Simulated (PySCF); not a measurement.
Geometries of 2 isomers of C5H7F, from PySCF, PBE0-D3(BJ)/def2-SVP geometry optimisation, gas phase. One conformer each, no zero-point energy, no frequencies.

Question: Which is lower in electronic energy at this level?
A.
```xyz
13
angstrom
C      2.691    0.536    0.260
C      1.330    0.041    0.153
C      0.196   -0.377    0.065
C     -1.180   -0.866   -0.030
C     -2.184    0.250   -0.239
F     -1.293   -1.766   -1.074
H      2.708    1.632    0.372
H      3.208    0.099    1.128
H      3.271    0.282   -0.641
H     -1.422   -1.420    0.895
H     -1.950    0.799   -1.162
H     -3.196   -0.172   -0.321
H     -2.159    0.954    0.605
```
B.
```xyz
13
angstrom
F     -1.542    2.339   -0.105
C     -0.762    1.274    0.035
C      0.546    1.287    0.295
C      1.077   -0.117    0.310
C     -0.200   -0.987    0.347
C     -1.340   -0.090   -0.163
H      1.145    2.190    0.421
H      1.682   -0.316   -0.594
H      1.738   -0.319    1.169
H     -0.098   -1.915   -0.231
H     -0.408   -1.277    1.388
H     -1.571   -0.253   -1.231
H     -2.286   -0.226    0.386
```

Answer: B. That is `C1(CCCC=1)F`, 33.1 kcal/mol below the other.

| SMILES | atoms numbered as above | E (Eh) | relative (kcal/mol) | relative (kJ/mol) | dipole (D) |
| --- | --- | --- | --- | --- | --- |
| FC1=CCCC1 | [F:1][C:2]1=[CH:3][CH2:4][CH2:5][CH2:6]1 | -294.02933 | 0.0 | 0.0 | 1.48 |
| CC#C[C@@H](C)F | [CH3:1][C:2]#[C:3][C@@H:4]([CH3:5])[F:6] | -293.97653 | 33.1 | 138.6 | 2.16 |

As drawn, the lower has a C=C bond outside aromatic rings, which the higher lacks; the higher has a C≡C bond, which the lower lacks.
